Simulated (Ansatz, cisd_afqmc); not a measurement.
System: HCl, charge 1, doublet. HCl+ (parent SMILES Cl, doublet).
B3LYP-D3(BJ)/def2-TZVP minimum from Ansatz (an electronic-structure program):
```
Cl
H 1 1.3252
```
Charge +1, spin multiplicity 2.

Total energies in cc-pV(T+d)Z, 7 correlated electrons, 5 frozen orbitals. Radicals and triplets start from unrestricted determinants; spin-orbit coupling is neglected. Correlated methods leave the cores frozen. No relativity. The Monte Carlo rows (phaseless AFQMC, CISD trial, step 0.005/hartree) carry one-sigma bars that omit the constraint's bias. Outlying blocks are dropped, and bars are widened where a walk drifts. Over all cases where full CI ran beside it in this data, AFQMC minus full CI had a median of +0.1 mEh and passed +0.4 mEh in a tenth of the cases.

| method | program | energy (Eh) | minus CCSDTQ (mEh) |
|---|---|---|---|
| HF | Ansatz | -459.68467 | 194.11 |
| MP2 | Ansatz | -459.84583 | 32.95 |
| CCSD | Ansatz | -459.87180 | 6.98 |
| CCSD(T) | Ansatz | -459.87780 | 0.98 |
| CCSDT(Q) | Ansatz | -459.87877 | 0.01 |
| CCSDTQ | Ansatz | -459.87878 | 0.00 |
| AFQMC/CISD | cisd_afqmc | -459.8785 ± 0.0002 | 0.3 ± 0.2 |

Rough core times of Ansatz's runs on a shared machine: CCSD(T) under 20 s, CCSDT(Q) under 20 s, CCSDTQ 8 min.
